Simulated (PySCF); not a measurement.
# LiC: a composite coupled-cluster calculation

State: ⁴Σ⁻, quartet, unpaired electrons σ ↑, π ↑↑. De refers to Li + C. ROHF-based CCSD(T) in PySCF 2.14 with Li cc-pVTZ, C cc-pVTZ and Li cc-pVQZ, C cc-pVQZ (frozen core orbitals: 2; no relativity). Correlation energies are extrapolated as n⁻³ (n = 3, 4), Hartree–Fock as (n+1)·exp(−9√n). CV is the change on freezing 0 orbitals instead, in Li cc-pCVTZ, C cc-pwCVTZ. SR is the spin-free X2C energy in Li cc-pVTZ-DK, C cc-pVTZ-DK less the non-relativistic one in Li cc-pVTZ, C cc-pVTZ.

| Level | Re (Å) | ωe (cm⁻¹) | ωexe (cm⁻¹) | αe (cm⁻¹) | De (eV) |
| --- | --- | --- | --- | --- | --- |
| CCSD(T)/TZ | 1.8964 | 691.0 | 5.75 | 0.0146 | 2.561 |
| CCSD(T)/QZ | 1.8953 | 689.3 | 5.81 | 0.0147 | 2.616 |
| HF/CBS | 1.8808 | 716.9 | 5.89 | 0.0144 | 2.055 |
| MP2/CBS | 1.8930 | 692.8 | 5.78 | 0.0146 | 2.693 |
| CCSD/CBS | 1.8915 | 694.2 | 5.83 | 0.0147 | 2.589 |
| CCSD(T)/CBS | 1.8953 | 688.6 | 5.82 | 0.0147 | 2.646 |
| CCSD(T)/CBS+CV | 1.8842 | 694.9 | 5.83 | 0.0148 | 2.668 |
| CCSD(T)/CBS+CV+SR | 1.8836 | 695.4 | 5.77 | 0.0147 | 2.665 |

Problem. How much is left between CCSD(T)/QZ and the basis-set limit, and how much do the triples give at the limit?

Solution. CCSD(T)/CBS less CCSD(T)/QZ: +0.0 mÅ in Re, -0.7 cm⁻¹ in ωe and +0.030 eV in De. CCSD(T)/CBS less CCSD/CBS: +3.8 mÅ in Re, -5.6 cm⁻¹ in ωe and +0.057 eV in De.

Problem. What do the later terms add?

Solution. CV: -11.1 mÅ in Re, +6.3 cm⁻¹ in ωe and +0.022 eV in De; SR: -0.6 mÅ in Re, +0.5 cm⁻¹ in ωe and -0.003 eV in De, each against the row above.

The T1 diagnostic is 0.021. The state was picked by a PBE0 search and need not be the measured ground state. Spin–orbit coupling, excitations beyond (T) and corrections to the Born–Oppenheimer picture are left out.
